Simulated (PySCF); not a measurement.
B3LYP has the VWN-RPA correlation part, as in Gaussian. Excitations are Tamm–Dancoff values on a coarser integration grid.

Z-matrix (Å, degrees):
```
C
C 1 1.3342
H 2 1.0816 1 121.74
H 2 1.0840 3 116.97 1 -179.99
H 1 1.0866 2 119.48 3 0.00
C 1 1.4517 5 116.33 2 -180.00
C 6 1.3342 1 124.19 5 0.00
H 7 1.0816 6 121.74 1 -180.00
H 7 1.0840 8 116.97 6 -180.00
H 6 1.0866 7 119.48 8 0.00
```
Charge 0, multiplicity 1.

**Question.** What T1 excitation (TDA), LUMO, brightest of the four lowest singlets (TDA), total energy, S1 excitation (TDA), HOMO–LUMO gap, S1–T1 gap (TDA) and dipole moment does B3LYP-D3(BJ)/def2-TZVPD in PySCF 2.14.0 give?

**Answer.** 
The T1 excitation (TDA) is 3.22 eV and the LUMO is -1.12 eV. The brightest of the four lowest singlets (TDA) comes out as 6.20 eV and the total energy is -4246.86 eV. The S1 excitation (TDA) is 6.13 eV, the HOMO–LUMO gap is 5.50 eV and the S1–T1 gap (TDA) comes out as 2.91 eV. The dipole moment is 0.00 D.
